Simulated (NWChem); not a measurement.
All runs are NWChem calculations. System: C₂H (+1), charge 1, spin multiplicity 1, at a geometry optimised with PBE0/def2-SVP. The structure started from a generated list of species.

Job file:

```
start mol
memory heap 200 mb stack 900 mb global 1100 mb
charge 1
geometry units angstroms nocenter noautoz
  C      0.789038     0.075509     0.000000
  C     -0.530345    -0.126256     0.000000
  H     -1.552155     0.304482     0.000000
  symmetry group Cs
end
basis spherical
  * library def2-svpd
end
dft
  xc xpbe96 cpbe96
  semidirect memsize 60000000 filesize 0
  iterations 100
end
tddft
  rpa
  nroots 8
  notriplet
  thresh 1e-4
end
task tddft energy
```

The output up to the point where the run's verdict is printed (cleaned and shortened):

```
             Northwest Computational Chemistry Package (NWChem) 7.3.0
             --------------------------------------------------------

                                NWChem Input Module
                                -------------------

 Scaling coordinates for geometry "geometry" by  1.889725989
 (inverse scale =  0.529177249)

 Turning off AUTOSYM since
 SYMMETRY directive was detected!

                             Geometry "geometry" -> ""
                             -------------------------

 Output coordinates in angstroms (scale by  1.889725989 to convert to a.u.)

  No.       Tag          Charge          X              Y              Z
 ---- ---------------- ---------- -------------- -------------- --------------
    1 C                    6.0000     0.78903800     0.07550900     0.00000000
    2 C                    6.0000    -0.53034500    -0.12625600     0.00000000
    3 H                    1.0000    -1.55215500     0.30448200     0.00000000

 Effective nuclear repulsion energy (a.u.)      18.4859507278

            Nuclear Dipole moment (a.u.)
            ----------------------------
        X                 Y               Z
 ---------------- ---------------- ----------------
     0.0000056692     0.0000000000     0.0000000000

      Symmetry information
      --------------------

 Group name             Cs
 Group number              2
 Group order               2
 No. of unique centers     3

      Symmetry unique atoms

     1    2    3


 Summary of "ao basis" -> "" (spherical)
 ------------------------------------------------------------------------------
       Tag                 Description            Shells   Functions and Types
 ---------------- ------------------------------  ------  ---------------------
 *                         def2-svpd                  on all atoms

  pbe96 is a nonlocal functional; adding pw91lda local functional.

                                 NWChem DFT Module
                                 -----------------

 Summary of "ao basis" -> "ao basis" (spherical)
 ------------------------------------------------------------------------------
[...]
 moments of inertia (a.u.)
 ------------------
           1.248056828637          -3.788066507398           0.000000000000
          -3.788066507398          47.064350075625           0.000000000000
           0.000000000000           0.000000000000          48.312406904262

     Multipole analysis of the density
     ---------------------------------

     L   x y z        total         alpha         beta         nuclear
     -   - - -        -----         -----         ----         -------
     0   0 0 0      1.000000     -6.000000     -6.000000     13.000000

     1   1 0 0     -1.097090     -0.548548     -0.548548      0.000006
     1   0 1 0      0.161499      0.080750      0.080750      0.000000
     1   0 0 1      0.000000      0.000000      0.000000      0.000000

     2   2 0 0     -5.060109    -16.514817    -16.514817     27.969525
     2   1 1 0     -0.588798     -0.806184     -0.806184      1.023571
     2   1 0 1      0.000000      0.000000      0.000000      0.000000
     2   0 2 0     -7.987779     -4.391282     -4.391282      0.794785
     2   0 1 1     -0.000000     -0.000000     -0.000000      0.000000
     2   0 0 2     -5.803244     -2.901622     -2.901622      0.000000

                                NWChem TDDFT Module
                                -------------------

            General Information
            -------------------
           No. of orbitals :      96
            Alpha orbitals :      48
             Beta orbitals :      48
        Alpha frozen cores :       0
         Beta frozen cores :       0
     Alpha frozen virtuals :       0
      Beta frozen virtuals :       0
         Spin multiplicity :       1
    Number of AO functions :      48
        Use of symmetry is : off
      Symmetry adaption is : on
         Schwarz screening :  0.10D-07

              XC Information
              --------------
   PerdewBurkeErnzerhof Exchange Functional   1.00
     Perdew 1991 LDA Correlation Functional   1.00 local
    PerdewBurkeErnz. Correlation Functional   1.00 non-local

             TDDFT Information
             -----------------
          Calculation type : TDDFT
         Wavefunction type : Restricted singlets
          No. of electrons :      12
           Alpha electrons :       6
            Beta electrons :       6
              No. of roots :       8
          Max subspacesize :    5600
            Max iterations :     100
               Target root :       1
           Target symmetry : none
      Symmetry restriction : off
                 Algorithm : Optimal
        Davidson threshold :  0.10D-03

            Memory Information
            ------------------
          Available GA space size is         144176896 doubles
          Available MA space size is          50657164 doubles
          Length of a trial vector is          252
          Algorithm : Incore multiple tensor contraction
          Estimated peak GA usage is           5805504 doubles
          Estimated peak MA usage is             45600 doubles

    8 smallest eigenvalue differences (eV)
--------------------------------------------------------
  No. Spin  Occ  Vir  Irrep   E(Occ)    E(Vir)   E(Diff)
--------------------------------------------------------
    1    1    6    7 a"       -0.587    -0.647    -1.639
    2    1    5    7 a"       -0.634    -0.647    -0.356
    3    1    6    8 a'       -0.587    -0.401     5.040
    4    1    6    9 a"       -0.587    -0.392     5.288
    5    1    4    7 a"       -0.849    -0.647     5.510
    6    1    5    8 a'       -0.634    -0.401     6.323
    7    1    5    9 a"       -0.634    -0.392     6.571
    8    1    6   10 a'       -0.587    -0.212    10.204
--------------------------------------------------------

  Entering Davidson iterations
  Restricted singlet excited states

  Iter   NTrls   NConv    DeltaV     DeltaE      Time
  ----  ------  ------  ---------  ---------  ---------
```

The run crashed. NWChem stopped with the message: tddft_diagon: A-B is not positive-definite; try TDA.
